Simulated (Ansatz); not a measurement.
# SiF+ (quintet): from Hartree-Fock to the top rungs, cc-pVDZ

The task here is to estimate one member of a computed series from the others.

Method: cc-pVDZ, core rule «outside noble gas», up to 6 orbitals frozen; program: Ansatz 0.2.0, Gaussian basis.

Plan: UHF; CCSD(T) on ROHF; CCSD(T) on UHF; BCCD(T) on ROHF; CISD; CCSDT(Q) on ROHF; CCSDT(Q) on UHF.

21 further runs of the same task are left out: 7 for a known fault of the program, 5 that didn't finish, 9 set aside as unsound or not needed.

## The system

The geometry is a PBE0/def2-TZVP stationary point (not a proven minimum) of the parent state, kept for this charge and spin.

2 atoms, charge 1, spin multiplicity 5.

Atoms are counted from 1 here; the program's logs count them from 0.

Bond lengths: Si1–F2 1.555 Å.

Set-up of the first run:

Input file in.yaml:

```yaml
crystal:
  periodic: [false, false, false]
  atoms:
    - {symbol: Si, position_ang: [0.000000, 0.000000, 0.000000]}
    - {symbol: F, position_ang: [0.000000, 0.000000, 1.554800]}
basis:
  gaussian: {orbitals: cc-pVDZ}
total_charge: 1
magnetization: {spin_polarized: true, initial_magnetization: 4}
hamiltonian: {xc: hf}
output: {orbitals: {seedname: orbitals}}
```

Command:

```sh
$ ansatz run in.yaml --threads 1 --pin off --events-out ev --progress --plain --max-ram 2393MiB
```

Among the steps run: UHF; CCSD(T) on ROHF; CCSD(T) on UHF; BCCD(T) on ROHF; CISD; CCSDT(Q) on ROHF; CCSDT(Q) on UHF.

One table of the session follows, with a row left open; its other results are not shown here.

| method | from UCCSDT(Q) (meV) |
| --- | --- |
| ROHF | +4894.1 |
| UHF | +4778.0 |
| RMP2 | +504.8 |
| UMP2 | +506.7 |
| CISD | +202.8 |
| RCCSD | +67.2 |
| UCCSD | +64.9 |
| RCCSD(T) | +11.3 |
| UCCSD(T) | +9.9 |
| BCCD(T) | +11.2 |
| RCCSDT | +3.8 |
| UCCSDT | +2.3 |
| RCCSDT(Q) | ? |
| UCCSDT(Q) | 0 |

Estimate the missing values for RCCSDT(Q).

As computed: from UCCSDT(Q) (meV): +1.7. In the column «from UCCSDT(Q) (meV)» it lies between UCCSDT(Q) (0) and UCCSDT (+2.3).

Caveats from the session: Restricted and unrestricted rows rest on different reference determinants; where their highest levels disagree by more than a few hundredths of an eV, they describe different states and don't form one ladder.
